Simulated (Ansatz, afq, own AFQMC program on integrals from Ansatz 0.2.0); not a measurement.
# AlSiH4, doublet: a scan with AFQMC

```xyz
6

Si    0.0000    0.0493    1.1585
Al    0.0000   -0.1012   -1.3138
H     0.0000    1.4304    1.7233
H     1.1989   -0.6588    1.6941
H    -1.1989   -0.6588    1.6941
H     0.0000    1.2225   -2.2207
```

The Si1–Al2 distance is changed with both sides rigid. Energies in kcal/mol count from this geometry (2.477 Å) at the same level; the start stands on UHF, each point on the determinant named.

Basis 6-31G. Noble-gas cores (and the filled d shells of Ga–Kr and In–Xe) are frozen. Ansatz 0.2.0 and our own AFQMC program on the same integrals; the CISD trial comes from CCSD amplitudes, and released means the phaseless constraint is let go. Error bars are statistical, one sigma.

Cautions, each for one point or more: unrestricted determinant slightly spin contaminated; unrestricted determinant spin contaminated.

```json
{"r(Si1–Al2) / Å": "1.942", "det.": "UHF", "T1": "0.013", "weight": "0.91", "⟨S²⟩": "0.75", "CCSD(T)": "57.2", "ph-AFQMC/CISD": "56.9 ± 0.1", "released AFQMC": "57.0 ± 0.1", "CCSDT(Q)": "–", "B3LYP": "51.3", "CCSD": "57.2"}
{"r(Si1–Al2) / Å": "3.058", "det.": "UHF", "T1": "0.021", "weight": "0.89", "⟨S²⟩": "0.80", "CCSD(T)": "10.9", "ph-AFQMC/CISD": "10.5 ± 0.2", "released AFQMC": "10.6 ± 0.1", "CCSDT(Q)": "10.7", "B3LYP": "12.4", "CCSD": "11.1"}
{"r(Si1–Al2) / Å": "3.888", "det.": "UHF", "T1": "0.038", "weight": "0.86", "⟨S²⟩": "0.95", "CCSD(T)": "27.0", "ph-AFQMC/CISD": "26.8 ± 0.1", "released AFQMC": "26.9 ± 0.2*", "CCSDT(Q)": "26.9", "B3LYP": "30.7", "CCSD": "26.8"}
{"r(Si1–Al2) / Å": "5.392", "det.": "UHF", "T1": "0.034", "weight": "0.87", "⟨S²⟩": "0.82", "CCSD(T)": "28.5", "ph-AFQMC/CISD": "28.2 ± 0.2", "released AFQMC": "28.5 ± 0.2", "CCSDT(Q)": "28.6", "B3LYP": "35.2", "CCSD": "28.1"}
```

Weight is that of the determinant in the CISD state; at the start T1 is 0.012 and the weight 0.91, and ⟨S²⟩ is 0.75. An asterisk marks released energies that aren't shown to be converged. A dash marks a missing value, a released energy that hasn't settled or a functional that sits on another state. Largest departures from CCSDT(Q), at the points where its series has closed: CCSD(T) 0.2 kcal/mol at 3.058 (on UHF), ph-AFQMC/CISD -0.5 kcal/mol at 5.392 (on UHF), released AFQMC -0.1 kcal/mol at 5.392 (on UHF) (within the noise), B3LYP 6.5 kcal/mol at 5.392, CCSD -0.6 kcal/mol at 5.392 (on UHF). Functionals count only at points shown to share the start's state and spin. In this small basis the wave-function levels are far from their limit, so their gap to the functionals isn't the functionals' error.

Some points may be missing: those where a free walk finds a much lower state, and past Zn most of those on another determinant than at the start.

A walk keeps the symmetry of its determinant, which the program's search chose and which needn't be the lowest solution, so a lower state of the same spin and another symmetry isn't excluded.
